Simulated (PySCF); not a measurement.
Values are calculated unless marked as measured or tabulated.
A vibrational averaging run on Methanethiol, CH₄S, SMILES CS. A sound run at B3LYP/pcSseg-1 gave B0 = 101144, 12558, 12049 MHz, harmonic ZPE 10041 cm⁻¹, lowest mode 247 cm⁻¹ and averaged shieldings 162.35, 568.52, 28.75, 28.75, 29.30, 29.60 ppm.

Input of the run in question:

```
{"job": {"xc": "B3LYP", "basis": "pcSseg-1", "grid": 2, "temperatures": [350, 500], "no_opt": true, "kind": "iso"}, "charge": 0, "multiplicity": 1}
C     -0.499228     0.035621    -0.061793
S      1.197239     0.685668     0.070406
H     -0.748257    -0.521922     0.835683
H     -0.583604    -0.590701    -0.944316
H     -1.150739     0.898181    -0.155939
H      1.797078    -0.498887     0.169661
```

Command: OMP_NUM_THREADS=1 python ens_run.py task.json out

Output:

```
imaginary or vanishing mode: no vibrational average
```

Q: What is doubtful here, and how much did it matter?

A: The setting at fault: geometry not optimised at the level of the force field.
